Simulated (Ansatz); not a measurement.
Reaction (SMILES): [NH+]#[C-] (C-NH) → C atom + H atom + N atom
B3LYP-D3(BJ)/def2-TZVP geometries, fixed; electronic energies without zero-point terms.

Basis-set convergence of the atomisation energy at CCSD(T) with Ansatz (a program for electronic structure). Cartesian d functions, on some or all atoms, in 6-31G*, 6-31+G*; all else is spherical. Cores are frozen. Open shells are unrestricted. No added dispersion term, no relativity. Functions are those of the species that has most. Reference: Hartree-Fock in aug-cc-pVQZ plus the correlation part extrapolated as X^-3 from aug-cc-pVTZ and aug-cc-pVQZ, 296.73 kcal/mol, itself unsure by roughly 1.41 kcal/mol (a third of the extrapolation step and of the last Hartree-Fock step). Deviations are taken from unrounded values.

```tsv
basis	functions	atomisation energy (kcal/mol)
6-31G*	32	266.17
6-31+G*	40	267.59
cc-pVDZ	33	266.40
aug-cc-pVDZ	55	268.99
def2-SVP	33	279.41
def2-SVPD	48	280.58
pcseg-1	33	273.93
aug-pcseg-1	55	275.46
6-311G**	42	274.33
6-311+G**	50	274.70
def2-TZVP	68	284.73
def2-TZVPD	83	285.28
cc-pVTZ	74	286.07
aug-cc-pVTZ	115	287.82
pcseg-2	74	288.06
aug-pcseg-2	115	288.79
def2-TZVPP	76	286.80
def2-TZVPPD	91	287.12
cc-pVQZ	140	292.57
aug-cc-pVQZ	206	293.31
def2-QZVPP	144	292.60
def2-QZVPPD	159	292.68
pcseg-3	153	293.55
aug-pcseg-3	219	293.81
```

What the diffuse functions change, pair by pair:
- 6-31G* to 6-31+G*: 8 more functions, deviation -30.56 to -29.14 kcal/mol
- cc-pVDZ to aug-cc-pVDZ: 22 more functions, deviation -30.32 to -27.74 kcal/mol
- def2-SVP to def2-SVPD: 15 more functions, deviation -17.32 to -16.15 kcal/mol
- pcseg-1 to aug-pcseg-1: 22 more functions, deviation -22.79 to -21.27 kcal/mol
- 6-311G** to 6-311+G**: 8 more functions, deviation -22.39 to -22.03 kcal/mol
- def2-TZVP to def2-TZVPD: 15 more functions, deviation -11.99 to -11.44 kcal/mol
- cc-pVTZ to aug-cc-pVTZ: 41 more functions, deviation -10.66 to -8.91 kcal/mol
- pcseg-2 to aug-pcseg-2: 41 more functions, deviation -8.67 to -7.93 kcal/mol
- def2-TZVPP to def2-TZVPPD: 15 more functions, deviation -9.93 to -9.61 kcal/mol
- cc-pVQZ to aug-cc-pVQZ: 66 more functions, deviation -4.16 to -3.41 kcal/mol
- def2-QZVPP to def2-QZVPPD: 15 more functions, deviation -4.13 to -4.05 kcal/mol
- pcseg-3 to aug-pcseg-3: 66 more functions, deviation -3.18 to -2.91 kcal/mol

Leaving out the reference's own pair, they bring the value nearer the reference by more than 1.41 kcal/mol in 4 of 11 pairs.
